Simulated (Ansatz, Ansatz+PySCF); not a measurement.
```yaml
atoms:
  - { symbol: C, position_ang: [0.0000, 0.0037, -0.7274] }
  - { symbol: C, position_ang: [0.0000, -0.0037, 0.7274] }
  - { symbol: C, position_ang: [0.0000, 1.1141, -1.4779] }
  - { symbol: C, position_ang: [0.0000, -1.1141, 1.4779] }
  - { symbol: H, position_ang: [0.0000, -0.9768, -1.2194] }
  - { symbol: H, position_ang: [0.0000, 0.9768, 1.2194] }
  - { symbol: H, position_ang: [0.0000, 1.0675, -2.5695] }
  - { symbol: H, position_ang: [0.0000, 2.1089, -1.0210] }
  - { symbol: H, position_ang: [0.0000, -1.0675, 2.5695] }
  - { symbol: H, position_ang: [0.0000, -2.1089, 1.0210] }
```

RHF-MP2 on singlet C4H6 was run in several spherical basis sets with Ansatz (development build ahead of 0.2.0). Frozen core: 4 orbitals.

Question: Rank the basis sets by the total energy that they give, lowest first, with the distance from the lowest.
A. 6-31G(d)
B. cc-pVDZ
C. def2-TZVP
D. def2-SVP
E. cc-pVTZ

Answer: E (0.00 eV), C (0.41 eV), B (4.30 eV), A (5.73 eV), D (7.72 eV).

Totals follow the description of the cores as much as that of the bonds, so this order isn't one of quality for chemistry.
